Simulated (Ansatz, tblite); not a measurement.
# The cluster Rb2F2+: rung by rung

An exercise on one series of results from a longer session: the logs are not shown, and one member is left open.

The runs use Ansatz 0.2.0, Gaussian basis; as each input shows.

Plan: GFN1-xTB, GFN2-xTB, PBE-D4/def2-TZVP, r2SCAN-D4/def2-TZVP, ωB97X-V/def2-TZVP, HSE06-D4/def2-TZVP, B97M-V/def2-TZVP, BHLYP-D4/def2-TZVP, BLYP-D4/def2-TZVP, PBE-D4/def2-SVP, PBE0-D4/def2-SVP, CCSD(T)/def2-TZVPP, MP2/def2-TZVP, RPA/def2-TZVP.

1 further run of the same task is left out (set aside as unsound or not needed). Runs told in other sessions of the task aren't counted.

### The geometry

The geometry is that of the doublet, from an earlier relaxation (PBE0-D4/def2-TZVP). At that level it is the lowest of the isomers that a small search found.

4 atoms, charge 1, spin multiplicity 2.

Bond lengths: Rb1–F3 2.667 Å, Rb1–F4 2.668 Å, Rb2–F3 2.667 Å, Rb2–F4 2.668 Å. Angles: F3–Rb1–F4 42.9°, F3–Rb2–F4 42.9°, Rb1–F3–Rb2 137.1°, Rb1–F4–Rb2 137.1°.

Rb takes a core potential in the def2 sets. No spin-orbit coupling is included. The ion is computed in the gas phase, without counter-ions or solvent.

PBE0-D4/def2-TZVP was run before; its log isn't repeated, and its numbers join the tables.

Set-up of the first run:

Tight binding, by tblite at 300 K electronic temperature and without a spin-polarisation term:

```python
tblite.interface.Calculator('GFN1-xTB', numbers, positions, charge=1, uhf=1).singlepoint()
```

Tight binding, by tblite at 300 K electronic temperature and without a spin-polarisation term:

```python
tblite.interface.Calculator('GFN2-xTB', numbers, positions, charge=1, uhf=1).singlepoint()
```

start.molden holds the orbitals of an earlier run on this state, given as this run's starting guess.

Contents of in.yaml:

```yaml
crystal:
  periodic: [false, false, false]
  atoms:
    - {symbol: Rb, position_ang: [-2.095972, -0.092738, -1.327083]}
    - {symbol: Rb, position_ang: [2.096988, 0.091717, 1.325530]}
    - {symbol: F, position_ang: [-0.174993, -0.898343, 0.339088]}
    - {symbol: F, position_ang: [0.173977, 0.899364, -0.337534]}
basis:
  gaussian: {orbitals: def2-TZVP, initial_orbitals: start.molden}
total_charge: 1
magnetization: {spin_polarized: true, initial_magnetization: 1}
hamiltonian: {xc: pbe, dispersion: d4}
scf: {omitted_lower_state_checks: [starts]}
output: {orbitals: {seedname: orbitals}}
```

Launch:

```
$ ansatz run in.yaml --threads 4 --pin off --events-out ev --progress --plain --max-ram 3916MiB
```

Among the steps run: PBE-D4/def2-TZVP; r2SCAN-D4/def2-TZVP; ωB97X-V/def2-TZVP; HSE06-D4/def2-TZVP; B97M-V/def2-TZVP; BHLYP-D4/def2-TZVP; BLYP-D4/def2-TZVP; PBE-D4/def2-SVP; PBE0-D4/def2-SVP; CCSD(T)/def2-TZVPP; MP2/def2-TZVP; RPA/def2-TZVP.

One of the session's tables, all rows but one given; the rest of the session is left out.

It belongs to the step «Levels side by side». 

```
              level  HOMO (eV)  LUMO (eV)  gap (eV)
    PBE-D4/def2-SVP     -10.08      -8.32      1.76
   PBE-D4/def2-TZVP     -10.69      -8.86      1.83
  BLYP-D4/def2-TZVP     -10.65      -8.81      1.84
r2SCAN-D4/def2-TZVP     -11.11      -8.43      2.68
   B97M-V/def2-TZVP     -11.28      -8.33      2.95
   PBE0-D4/def2-SVP     -12.29      -6.83      5.46
  PBE0-D4/def2-TZVP          ?          ?         ?
 HSE06-D4/def2-TZVP     -12.36      -7.70      4.66
 BHLYP-D4/def2-TZVP     -13.74      -5.78      7.96
  ωB97X-V/def2-TZVP     -15.38      -5.11     10.27
```

Q: Estimate the row for PBE0-D4/def2-TZVP from the others.

**Answer.** HOMO (eV): -12.78; LUMO (eV): -7.32; gap (eV): 5.46. In the column «HOMO (eV)» it lies between BHLYP-D4/def2-TZVP (-13.74) and HSE06-D4/def2-TZVP (-12.36).
